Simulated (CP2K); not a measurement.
# C3H6F2 (1,3-difluoropropane) at 5 levels

We compute a comparison of 5 runs (HF/STO-3G, HF/3-21G, AM1, PM3, PM6) of C3H6F2 (1,3-difluoropropane). 

Program for the calculation: CP2K 2026.2.

4 further runs of the same task are left out: 2 that didn't finish, 2 set aside as unsound or not needed.

## (1) The structure to begin with

The species is C3H6F2 (11 atoms), meant as a singlet with charge 0. SMILES: `FCCCF`. One bond was lengthened or shortened from a relaxed shape.

Bond lengths: F1–C2 1.383 Å, C2–C3 1.736 Å, C3–C4 1.507 Å, C4–F5 1.386 Å, C2–H6 1.096 Å, C2–H7 1.093 Å, C3–H8 1.093 Å, C3–H9 1.095 Å, C4–H10 1.095 Å, C4–H11 1.093 Å. Some angles: F1–C2–C3 109.8°, C2–C3–C4 112.4°, C3–C4–F5 110.3°, F1–C2–H6 107.7°, F1–C2–H7 107.9°, C3–C2–H6 111.1°, C3–C2–H7 111.3°, C2–C3–H8 109.6°, C2–C3–H9 109.3°, C4–C3–H8 109.6°.

## (2) The energy at HF/STO-3G (run 1)

molecule.inp

```
&global
  project molecule
  run_type ENERGY
  print_level MEDIUM
&end

&force_eval
  method QUICKSTEP
  &dft
    basis_set_file_name ./sto_3g.basis
    potential_file_name POTENTIAL
    charge 0
    multiplicity 1
    ! Quickstep
    &qs
      method GAPW
      eps_default 1.0E-10
    &end
    ! real-space grids
    &mgrid
      cutoff 280
      rel_cutoff 50
      ngrids 4
    &end
    &poisson
      periodic NONE
      poisson_solver MULTIPOLE
    &end
    ! self-consistent field
    &scf
      scf_guess ATOMIC
      eps_scf 1.0E-07
      max_scf 150
      added_mos 3
      &diagonalization
        algorithm STANDARD
      &end
      &mixing
        method DIRECT_P_MIXING
        alpha 0.4
      &end
    &end
    ! functional
    &xc
      &xc_functional NONE
      &end
      ! exact exchange
      &hf
        fraction 1
        &screening
          eps_schwarz 1.0E-10
          screen_on_initial_p F
        &end
        &interaction_potential
          potential_type COULOMB
        &end
        &memory
          max_memory 1050
        &end
      &end
    &end
    &print
      &moments
        periodic F
        reference COM
        max_moment 1
      &end
      &mo ON
        energies T
        occupation_numbers T
        ndigits 6
        &each
          qs_scf 0
        &end
        add_last NUMERIC
      &end
      &lowdin ON
      &end
      &hirshfeld OFF
      &end
    &end
  &end
  ! atoms, cell and kinds
  &subsys
    &cell
      abc [angstrom] 11 10.8 10
      periodic NONE
    &end
    &coord
      F     -2.015456     1.627666    -0.003818
      C     -0.766356     1.195666     0.403882
      C     -0.375000    -0.298800    -0.387800
      C      0.967500    -0.838200     0.034700
      F      1.975600     0.040200    -0.331200
      H     -0.795556     1.070266     1.491882
      H     -0.043056     1.976766     0.157382
      H     -0.388200    -0.154300    -1.471600
      H     -1.138100    -1.046200    -0.147100
      H      1.026200    -0.968100     1.120800
      H      1.173400    -1.798000    -0.445900
    &end
    &topology
      &center_coordinates
      &end
    &end
    &kind F
      basis_set STO-3G
      potential ALL
      lebedev_grid 194
      radial_grid 100
    &end
    &kind C
      basis_set STO-3G
      potential ALL
      lebedev_grid 194
      radial_grid 100
    &end
    &kind H
      basis_set STO-3G
      potential ALL
      lebedev_grid 194
      radial_grid 100
    &end
  &end
&end
```

Launch:

```
$ OMP_NUM_THREADS=1 cp2k.psmp molecule.inp > molecule.out
```

What it wrote:

```text
CP2K| version string:                                       CP2K version 2026.2
[...]
 GLOBAL| Method name                                                        CP2K
[...]
 GLOBAL| Run type                                                         ENERGY
[...]
 DFT| Spin restricted Kohn-Sham (RKS) calculation                            RKS
 DFT| Multiplicity                                                             1
[...]
 DFT| Charge                                                                   0
[...]
 QS| Method:                                                                GAPW
[...]
 QS| Density cutoff [a.u.]:                                                140.0
[...]
 QS| Relative density cutoff [a.u.]:                                        25.0
[...]
                             - Atoms:                                         11
[...]
                             - Spherical basis functions:                     31
[...]
 Number of electrons:                                                         42
[...]
     1 P_Mix/Diag. 0.40E+00    0.6     1.19145708      -310.7109103871 -3.11E+02
[...]
    16 DIIS/Diag.  0.10E-06    0.3     0.00000007      -311.7597056302 -4.55E-13
  *** SCF run converged in    16 steps ***
[...]
  Overlap energy of the core charge distribution:               0.00000483421847
  Self energy of the core charge distribution:               -304.92786297996633
  Core Hamiltonian energy:                                    -25.09830245438828
  Hartree energy:                                              86.27420045490668
  Exchange-correlation energy:                                  0.00000000000000
  Hartree-Fock Exchange energy:                               -38.16164673616453
[...]
                     Mulliken Population Analysis
 #  Atom  Element  Kind  Atomic population                           Net charge
       1     F        1          9.154205                             -0.154205
       2     C        2          5.969310                              0.030690
       3     C        2          6.114579                             -0.114579
       4     C        2          5.976042                              0.023958
       5     F        1          9.160413                             -0.160413
       6     H        3          0.942900                              0.057100
       7     H        3          0.936089                              0.063911
       8     H        3          0.932882                              0.067118
       9     H        3          0.935430                              0.064570
      10     H        3          0.940728                              0.059272
      11     H        3          0.937422                              0.062578
 # Total charge                             42.000000                  0.000000
[...]
  Dipole moment [Debye]
    X=  0.8492536E-01 Y= -0.1109937E+01 Z=  0.5553008E+00  Total=      1.2439980
 ENERGY| Total FORCE_EVAL ( QS ) energy [hartree]           -311.759705630172107
[...]
```

Run time: 5.4 s. Hardware: 1 thread of Arm Neoverse V2, shared host; peak memory 0.64 GiB.

## (3) A single-point energy at HF/3-21G (run 2)

gas.inp

```
&GLOBAL
 PROJECT_NAME gas
 RUN_TYPE ENERGY
 PRINT_LEVEL MEDIUM
&END GLOBAL

&FORCE_EVAL
 METHOD QS
 &DFT
  BASIS_SET_FILE_NAME ./3_21g.basis
  POTENTIAL_FILE_NAME POTENTIAL
  &QS
   METHOD GAPW
   EPS_DEFAULT 1.0E-10
  &END QS
  ! plane-wave cutoff in Ry
  &MGRID
   CUTOFF 280
   REL_CUTOFF 50
   NGRIDS 4
  &END MGRID
  ! cluster boundary conditions
  &POISSON
   PERIODIC NONE
   POISSON_SOLVER MULTIPOLE
  &END POISSON
  &SCF
   SCF_GUESS ATOMIC
   EPS_SCF 1.0E-07
   MAX_SCF 100
   ADDED_MOS 10
   &DIAGONALIZATION
    ALGORITHM STANDARD
   &END DIAGONALIZATION
   &MIXING
    METHOD DIRECT_P_MIXING
    ALPHA 0.4
   &END MIXING
  &END SCF
  ! functional
  &XC
   &XC_FUNCTIONAL NONE
   &END XC_FUNCTIONAL
   ! exact exchange
   &HF
    FRACTION 1
    &SCREENING
     EPS_SCHWARZ 1.0E-10
    &END SCREENING
    &MEMORY
     MAX_MEMORY 1050
    &END MEMORY
   &END HF
  &END XC
  ! extra output
  &PRINT
   &MOMENTS
    PERIODIC F
    REFERENCE COM
    MAX_MOMENT 1
   &END MOMENTS
   &MO ON
    ENERGIES T
    OCCUPATION_NUMBERS T
    NDIGITS 6
    &EACH
     QS_SCF 0
    &END EACH
    ADD_LAST NUMERIC
   &END MO
   &LOWDIN ON
   &END LOWDIN
   &HIRSHFELD OFF
   &END HIRSHFELD
   &MO_MOLDEN ON
    NDIGITS 8
   &END MO_MOLDEN
  &END PRINT
 &END DFT
 ! atoms, cell and kinds
 &SUBSYS
  &CELL
   ABC 11 10.8 10
   PERIODIC NONE
  &END CELL
  &COORD
   UNIT bohr
   F     -3.8086599     3.0758430    -0.0072150
   C     -1.4482030     2.2594813     0.7632264
   C     -0.7086473    -0.5646502    -0.7328358
   C      1.8283100    -1.5839684     0.0655735
   F      3.7333429     0.0759670    -0.6258773
   H     -1.5033830     2.0225096     2.8192484
   H     -0.0813640     3.7355464     0.2974089
   H     -0.7335917    -0.2915847    -2.7809210
   H     -2.1506973    -1.9770315    -0.2779787
   H      1.9392369    -1.8294439     2.1180050
   H      2.2174046    -3.3977276    -0.8426289
  &END COORD
  &TOPOLOGY
   &CENTER_COORDINATES
   &END CENTER_COORDINATES
  &END TOPOLOGY
  &KIND F
   BASIS_SET 3-21G
   POTENTIAL ALL
   LEBEDEV_GRID 194
   RADIAL_GRID 100
  &END KIND
  &KIND C
   BASIS_SET 3-21G
   POTENTIAL ALL
   LEBEDEV_GRID 194
   RADIAL_GRID 100
  &END KIND
  &KIND H
   BASIS_SET 3-21G
   POTENTIAL ALL
   LEBEDEV_GRID 194
   RADIAL_GRID 100
  &END KIND
 &END SUBSYS
&END FORCE_EVAL
```

Launch:

```
$ OMP_NUM_THREADS=1 cp2k.psmp -i gas.inp > gas.out 2>&1
```

What it wrote (excerpt; [...] marks lines left out):

```text
CP2K| version string:                                       CP2K version 2026.2
[...]
 GLOBAL| Method name                                                        CP2K
[...]
 GLOBAL| Run type                                                         ENERGY
[...]
 DFT| Spin restricted Kohn-Sham (RKS) calculation                            RKS
 DFT| Multiplicity                                                             1
[...]
 DFT| Charge                                                                   0
[...]
 QS| Method:                                                                GAPW
[...]
 QS| Density cutoff [a.u.]:                                                140.0
[...]
 QS| Relative density cutoff [a.u.]:                                        25.0
[...]
                             - Atoms:                                         11
[...]
                             - Spherical basis functions:                     57
[...]
 Number of electrons:                                                         42
[...]
     1 P_Mix/Diag. 0.40E+00    0.6     0.53505706      -315.1136239605 -3.15E+02
[...]
    16 DIIS/Diag.  0.11E-06    0.3     0.00000002      -314.2256463503 -5.68E-14
  *** SCF run converged in    16 steps ***
[...]
  Overlap energy of the core charge distribution:               0.00000483421766
  Self energy of the core charge distribution:               -304.92786297996633
  Core Hamiltonian energy:                                    -27.17993520390782
  Hartree energy:                                              87.09642575650224
  Exchange-correlation energy:                                  0.00000000000000
  Hartree-Fock Exchange energy:                               -37.71641576335838
[...]
                     Mulliken Population Analysis
 #  Atom  Element  Kind  Atomic population                           Net charge
       1     F        1          9.410576                             -0.410576
       2     C        2          5.956593                              0.043407
       3     C        2          6.534128                             -0.534128
       4     C        2          5.974633                              0.025367
[...]
  Dipole moment [Debye]
    X=  0.2650868E+00 Y= -0.2009873E+01 Z=  0.1037620E+01  Total=      2.2773927
 ENERGY| Total FORCE_EVAL ( QS ) energy [hartree]           -314.225646350276634
[...]
```

It took 5.7 s on 1 thread of Arm Neoverse V2, shared host; peak memory 0.65 GiB.

Runs 3 to 4 aren't shown in full; the table further down has their settings and results.

## (4) The energy at PM6 (run 5)

calc.inp

```
&GLOBAL
   PROJECT_NAME calc
   RUN_TYPE ENERGY
   PRINT_LEVEL MEDIUM
&END

&FORCE_EVAL
   METHOD QS
   &DFT
      ! Quickstep
      &QS
         METHOD PM6
         EPS_DEFAULT 1.0E-10
         &SE
            &COULOMB
               CUTOFF [angstrom] 50
               RC_RANGE [angstrom] 0
            &END
            &EXCHANGE
               CUTOFF [angstrom] 50
               RC_RANGE [angstrom] 0
            &END
         &END
      &END
      ! cluster boundary conditions
      &POISSON
         PERIODIC NONE
         POISSON_SOLVER ANALYTIC
      &END
      ! SCF settings
      &SCF
         SCF_GUESS ATOMIC
         EPS_SCF 1.0E-06
         MAX_SCF 80
         ADDED_MOS 4
         &DIAGONALIZATION
            ALGORITHM STANDARD
         &END
         &MIXING
            METHOD DIRECT_P_MIXING
            ALPHA 0.4
         &END
      &END
      &PRINT
         &MOMENTS
            PERIODIC F
            REFERENCE COM
            MAX_MOMENT 1
         &END
         &MO ON
            ENERGIES T
            OCCUPATION_NUMBERS T
            NDIGITS 6
            &EACH
               QS_SCF 0
            &END
            ADD_LAST NUMERIC
         &END
         &HIRSHFELD OFF
         &END
      &END
   &END
   ! structure
   &SUBSYS
      &CELL
         ABC 12 11.8 11
         PERIODIC NONE
      &END
      &COORD
         UNIT bohr
         F     -3.8086599     3.0758430    -0.0072150
         C     -1.4482030     2.2594813     0.7632264
         C     -0.7086473    -0.5646502    -0.7328358
         C      1.8283100    -1.5839684     0.0655735
         F      3.7333429     0.0759670    -0.6258773
         H     -1.5033830     2.0225096     2.8192484
         H     -0.0813640     3.7355464     0.2974089
         H     -0.7335917    -0.2915847    -2.7809210
         H     -2.1506973    -1.9770315    -0.2779787
         H      1.9392369    -1.8294439     2.1180050
         H      2.2174046    -3.3977276    -0.8426289
      &END
      &TOPOLOGY
         &CENTER_COORDINATES
         &END
      &END
   &END
&END
```

Launch:

```
$ OMP_NUM_THREADS=1 cp2k.psmp calc.inp > calc.out
```

What it wrote:

```text
CP2K| version string:                                       CP2K version 2026.2
[...]
 GLOBAL| Method name                                                        CP2K
[...]
 GLOBAL| Run type                                                         ENERGY
[...]
                             - Atoms:                                         11
[...]
                             - Spherical basis functions:                     26
[...]
 Number of electrons:                                                         32
[...]
     1 P_Mix/Diag. 0.40E+00    0.0     0.80569400       -44.2658193017 -4.43E+01
[...]
    17 DIIS/Diag.  0.29E-06    0.0     0.00000052       -51.1221504198 -7.75E-12
  *** SCF run converged in    17 steps ***
  Core-core repulsion energy [eV]:                           2476.03395713180407
  Core Hamiltonian energy [eV]:                             -2291.00032501732676
  Two-electron integral energy [eV]:                        -3152.27618152147488
  Electronic energy [eV]:                                   -3867.13841577806443
  Total energy [eV]:                                        -1391.10445864626058
  Atomic reference energy [eV]:                              1386.82756356781192
  Heat of formation [kcal/mol]:                               -98.62755134282024
[...]
 SE_DIPOLE| Moment [Debye]         -0.17927159       1.64922992      -0.86442973
 SE_DIPOLE| Derivative [a.u.]       0.00000000       0.00000000       0.00000000
 ENERGY| Total FORCE_EVAL ( QS ) energy [hartree]            -51.122150419817352
[...]
```

It took 0.22 s on 1 thread of Arm Neoverse V2, shared host.

## (5) All runs side by side

```tsv
run	level	iteration cap	properties	energy (Eh)	dipole moment (D)	HOMO energy (eV)	LUMO energy (eV)	wall time
1	HF/STO-3G	150	(lowdin)	-311.759706	1.24	-10.10	12.88	5.4 s
2	HF/3-21G	100	(lowdin, molden)	-314.225646	2.28	-12.26	6.92	5.7 s
3	AM1	100	–	-52.823072	1.74	-11.38	–	0.22 s
4	PM3	80	–	-48.828359	1.70	-12.02	1.86	0.22 s
5	PM6	80	–	-51.122150	1.87	-11.88	2.27	0.22 s
```

## (6) Results

```
                quantity           value
     run 5: total energy    -51.12215 Eh
    run 5: dipole moment          1.87 D
      run 5: HOMO energy       -11.88 eV
      run 5: LUMO energy         2.27 eV
    run 5: HOMO–LUMO gap        14.14 eV
run 5: heat of formation  -98.6 kcal/mol
```

In words: The dipole moment (its size) runs from 1.24 D (HF/STO-3G) to 2.28 D (HF/3-21G). Over runs 1, 2, 4, 5 the HOMO–LUMO gap runs from 13.87 eV (PM3) to 22.98 eV (HF/STO-3G). The two ends differ in method and basis and Hamiltonian. In run 1 the basis is minimal, so the values are rough. Force-field and semi-empirical energies have zeros of their own, so their totals don't compare. All runs together took 12 s, the longest 5.7 s.
